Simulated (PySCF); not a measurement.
Gas-phase reaction: 3 SiH₃ + SiCl₄ → 4 SiHCl + 5 H

Computed with PySCF (xtb for GFN2) and rigid-rotor harmonic-oscillator thermochemistry at 1 bar. † marks an energy on the PBE0/def2-TZVP geometry and frequencies; other levels use their own. MP2 and CCSD(T) freeze the core. 6-31G* has spherical d functions here. Open shells (unrestricted): SiH₃ (multiplicity 2), H (multiplicity 2); the rest are closed-shell singlets. GFN2 has no spin-polarisation term. SiHCl: computed as isolated molecules; such fragments, hydroxides, amides, oligomers or adducts are transient or little studied in the gas. MP2 isn't extrapolated to the basis-set limit; its ΔH°(298 K) is 1368.2 kJ in def2-SVP and 1392.7 kJ in def2-TZVPP. CCSD(T) isn't extrapolated to the basis-set limit; its ΔH°(298 K) is 1356.1 kJ in def2-SVP and 1389.1 kJ in def2-TZVPP. The harmonic model lacks anharmonicity and excited electronic states, which grow with temperature; levels with a mode under 35 cm⁻¹ are left out.

```json
[
 {"level": "CCSD(T)/def2-TZVPP†", "ΔE electronic, kJ": "1472", "ΔH°(298 K), kJ": "1389", "ΔS°(298 K), J/K": "596", "ΔG°(1800 K), kJ": "261"},
 {"level": "GFN2-xTB", "ΔE electronic, kJ": "1548", "ΔH°(298 K), kJ": "1465", "ΔS°(298 K), J/K": "581", "ΔG°(1800 K), kJ": "373"},
 {"level": "HF/6-31G*", "ΔE electronic, kJ": "1288", "ΔH°(298 K), kJ": "1199", "ΔS°(298 K), J/K": "602", "ΔG°(1800 K), kJ": "55"},
 {"level": "HF/def2-TZVP†", "ΔE electronic, kJ": "1330", "ΔH°(298 K), kJ": "1247", "ΔS°(298 K), J/K": "596", "ΔG°(1800 K), kJ": "120"},
 {"level": "MP2/def2-TZVPP†", "ΔE electronic, kJ": "1475", "ΔH°(298 K), kJ": "1393", "ΔS°(298 K), J/K": "596", "ΔG°(1800 K), kJ": "265"},
 {"level": "PBE/def2-SVP", "ΔE electronic, kJ": "1434", "ΔH°(298 K), kJ": "1354", "ΔS°(298 K), J/K": "594", "ΔG°(1800 K), kJ": "231"},
 {"level": "PBE0/def2-SVP†", "ΔE electronic, kJ": "1482", "ΔH°(298 K), kJ": "1399", "ΔS°(298 K), J/K": "596", "ΔG°(1800 K), kJ": "271"}
]
```
ΔH° is lowest at HF/6-31G* and highest at GFN2-xTB. No reference value is set beside these.
